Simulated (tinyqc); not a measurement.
Born-Oppenheimer dynamics on the RHF/sto-6g surface (energies and gradients from PySCF), for BH, spin multiplicity 1, step by step. Computed by tinyqc, a small Python program that keeps every step (integrals from PySCF). Settings: charge = 0, multiplicity = 1, basis = sto-6g, time step (fs) = 2.0, steps = 24. Command: `OMP_NUM_THREADS=1 python tinyqc.py 31871 31872 out.jsonl` (the two numbers bound the seeds that draw the settings). One thread of a shared host (Intel(R) Xeon(R) Processor @ 2.60GHz), about 2 s of CPU time with the checks.

positions (bohr), order 1B, 2H:
```
[[0.000000, 0.000000, 0.000000],
 [0.000000, 0.000000, 2.071140]]
```

The total energy should stay constant up to terms of order dt^2; the step counts as short enough if it moves by less than 2 % of the largest kinetic energy.

Trajectory:
```
time (fs)  1B-2H (angstrom)  potential (hartree)  kinetic (hartree)  total (hartree)
0.000000           1.096000         -24.99445413         0.00025218     -24.99420194
2.000000           1.178805         -25.00153625         0.00457863     -24.99695762
4.000000           1.295201         -24.99793969         0.00233145     -24.99560823
6.000000           1.318731         -24.99581367         0.00063249     -24.99518118
8.000000           1.230537         -25.00154086         0.00489411     -24.99664675
10.000000          1.112056         -24.99662837         0.00128661     -24.99534176
12.000000          1.133110         -24.99885791         0.00254382     -24.99631410
14.000000          1.257001         -25.00049968         0.00415082     -24.99634886
16.000000          1.322923         -24.99539495         0.00020334     -24.99519160
18.000000          1.273953         -24.99950854         0.00344069     -24.99606785
20.000000          1.150833         -25.00022890         0.00347389     -24.99675501
22.000000          1.102097         -24.99533016         0.00065119     -24.99467897
24.000000          1.211430         -25.00187378         0.00506995     -24.99680383
26.000000          1.312468         -24.99641734         0.00117052     -24.99524681
28.000000          1.306619         -24.99695671         0.00160337     -24.99535334
30.000000          1.198519         -25.00188303         0.00499303     -24.99689000
32.000000          1.098016         -24.99475071         0.00038487     -24.99436584
34.000000          1.163406         -25.00094082         0.00403494     -24.99690588
36.000000          1.284248         -24.99879201         0.00293533     -24.99585668
38.000000          1.321662         -24.99552211         0.00034029     -24.99518182
40.000000          1.245131         -25.00104612         0.00454695     -24.99649916
42.000000          1.122667         -24.99783687         0.00193704     -24.99589983
44.000000          1.120834         -24.99764057         0.00182687     -24.99581370
46.000000          1.242836         -25.00113711         0.00461244     -24.99652466
48.000000          1.321303         -24.99555810         0.00037789     -24.99518021
```

Is the time step short enough?

No. The total energy moves within 2.8e-03 hartree; that is over 2 % of the largest kinetic energy, so the time step is too long.
